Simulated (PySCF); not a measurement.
Species: C3H9PS.
SMILES: `CP(C)(C)=S`

Computed with PySCF 2.14.0, PBE0-D3(BJ)/def2-SVP geometry optimisation, gas phase.

Masses are those of the commonest isotopes; rigid-rotor values at the optimised geometry. 

Question: What are A, B and C (MHz)?

Answer: Ia = 141.49, Ib = 216.57, Ic = 216.64 u·Å²; 505379 MHz·u·Å²/I gives A = 3572, B = 2334, C = 2333 MHz.

Question: What kind of rotor is it?

Answer: A prolate symmetric top, as the point group C3v requires two equal moments; the computed ones differ by 0.03 % because the geometry is symmetric only within the optimiser's tolerance: κ = (2 × 2334 − 3572 − 2333)/(3572 − 2333) = -1.00.

Question: Where do the R-branch lines fall?

Answer: The dipole of 4.75 D lies along the symmetry axis, so ΔK = 0 and J+1 ← J falls at 2B(J+1) for every K: 4.67 GHz, 9.33 GHz, 14.00 GHz, 18.67 GHz, 23.33 GHz for J = 0 to 4.

Whether it is a minimum is left open (no frequencies). These are rigid-rotor constants of the computed structure; measured ground-state constants (B0) also hold zero-point vibration.

The run took 56 s of wall time on one thread of an Arm Neoverse V1, no GPU, shared host with 32 logical CPUs at a one-minute load of 9.4, and the process peaked at 0.51 GiB of memory. These figures are those of the optimisation.
